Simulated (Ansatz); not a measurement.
Reaction (SMILES): [CH2]F (CH2-F) → [CH2-]F (an electron is taken up)
B3LYP-D3(BJ)/def2-TZVP geometries, fixed; electronic energies without zero-point terms; positive where energy is released.
Largest species:
```
C
F 1 1.3401
H 1 1.0804 2 114.92
H 1 1.0804 3 124.90 2 152.91
```
Charge 0, spin multiplicity 2.

Basis-set convergence of the adiabatic electron affinity at PBE with Ansatz (a first-principles code). Cartesian d functions, on some or all atoms, in 6-31G*, 6-31+G*; all else is spherical. Open shells are unrestricted. No added dispersion term, no relativity. Functions are those of the species that has most. Reference: the value in aug-pcseg-3, 0.200 eV, itself unsure by roughly 0.057 eV (its mean distance from aug-cc-pVQZ, def2-QZVPPD). Deviations are taken from unrounded values.

| basis | functions | adiabatic electron affinity (eV) |
|---|---|---|
| 6-31G* | 34 | -1.105 |
| 6-31+G* | 42 | 0.145 |
| cc-pVDZ | 38 | -0.791 |
| aug-cc-pVDZ | 64 | 0.245 |
| def2-SVP | 38 | -0.783 |
| def2-SVPD | 59 | 0.049 |
| pcseg-1 | 38 | -0.438 |
| aug-pcseg-1 | 64 | 0.267 |
| 6-311G** | 48 | -0.553 |
| 6-311+G** | 56 | 0.174 |
| def2-TZVP | 74 | -0.150 |
| def2-TZVPD | 95 | 0.086 |
| cc-pVTZ | 88 | -0.357 |
| aug-cc-pVTZ | 138 | 0.179 |
| pcseg-2 | 88 | -0.046 |
| aug-pcseg-2 | 138 | 0.192 |
| def2-TZVPP | 90 | -0.145 |
| def2-TZVPPD | 111 | 0.085 |
| cc-pVQZ | 170 | -0.160 |
| aug-cc-pVQZ | 252 | 0.179 |
| def2-QZVPP | 174 | 0.009 |
| def2-QZVPPD | 195 | 0.107 |
| pcseg-3 | 186 | 0.117 |
| aug-pcseg-3 | 268 | 0.200 |

What the diffuse functions change, pair by pair:
- 6-31G* to 6-31+G*: 8 more functions, deviation -1.305 to -0.055 eV
- cc-pVDZ to aug-cc-pVDZ: 26 more functions, deviation -0.991 to 0.045 eV
- def2-SVP to def2-SVPD: 21 more functions, deviation -0.983 to -0.151 eV
- pcseg-1 to aug-pcseg-1: 26 more functions, deviation -0.637 to 0.068 eV
- 6-311G** to 6-311+G**: 8 more functions, deviation -0.753 to -0.026 eV
- def2-TZVP to def2-TZVPD: 21 more functions, deviation -0.350 to -0.114 eV
- cc-pVTZ to aug-cc-pVTZ: 50 more functions, deviation -0.557 to -0.021 eV
- pcseg-2 to aug-pcseg-2: 50 more functions, deviation -0.246 to -0.008 eV
- def2-TZVPP to def2-TZVPPD: 21 more functions, deviation -0.345 to -0.115 eV
- cc-pVQZ to aug-cc-pVQZ: 82 more functions, deviation -0.360 to -0.021 eV
- def2-QZVPP to def2-QZVPPD: 21 more functions, deviation -0.191 to -0.093 eV
- pcseg-3 to aug-pcseg-3: 82 more functions, deviation -0.083 to 0.000 eV

Leaving out the reference's own pair, they bring the value nearer the reference by more than 0.057 eV in 11 of 11 pairs.
